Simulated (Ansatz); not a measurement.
# HB–N–C, quartet: the ladder up to UCCSDT(Q)

Geometry: a PBE0/def2-TZVP stationary point for this spin, not checked as a minimum. The doublet lies 2.8 eV lower here.

```yaml
atoms:
  - { symbol: B, position_ang: [0.0000, 0.0000, 0.6596] }
  - { symbol: N, position_ang: [0.0000, 0.0000, -0.6177] }
  - { symbol: C, position_ang: [0.0000, 0.0000, -1.8708] }
  - { symbol: H, position_ang: [0.0000, 0.0000, 1.8289] }
```

Basis cc-pVDZ; Ansatz 0.2.0. Only valence electrons are correlated (noble-gas cores frozen), which leaves 13 electrons in 44 orbitals. Prefix R: restricted or restricted open-shell reference; prefix U: unrestricted.

Full CI isn't at hand for all of this; UCCSDT(Q) serves as the reference, and is uncertain by about the last step of the cluster series. The frozen core follows each run's orbitals, which can shift R against U totals by a few meV.

Unrestricted rows (U) aren't spin-pure: their determinants' ⟨S²⟩ exceeds S(S+1) by up to 0.17, so they mix in states of higher spin. For open shells CISD is restricted-active-space CI with the open shells as a complete middle space.

The UHF ⟨S²⟩ is 3.924 and the T1 diagnostic (RCCSD) is 0.0490. The largest doubles amplitude (RCCSD) is 0.061 and the T1 diagnostic (UCCSD) is 0.0301.

```tsv
level	E − E(UCCSDT(Q)) (kJ/mol)	share of correlation (%)	wall time
RHF	905.4	0.00	–
UHF	853.4	5.74	–
RMP2	104.6	88.44	–
UMP2	116.1	87.18	–
CISD	119.6	86.79	52 s
RCCSD	39.4	95.65	–
UCCSD	37.5	95.85	–
RCCSD(T)	5.7	99.37	14 s
UCCSD(T)	6.7	99.26	13 s
BCCD(T)	6.2	99.31	7 s
RCCSDT	3.2	99.64	–
UCCSDT	3.1	99.66	–
RCCSDT(Q)	0.4	99.96	2.4 min
```

The correlation energy at UCCSDT(Q), counted from RHF, is -9.384 eV. That run took 2 min on 1 thread of AMD EPYC, shared host.

Times hold each run's SCF and search for its determinant on a shared host, so for small cases they say little of a method's own cost; they ran on 1 thread of AMD EPYC.
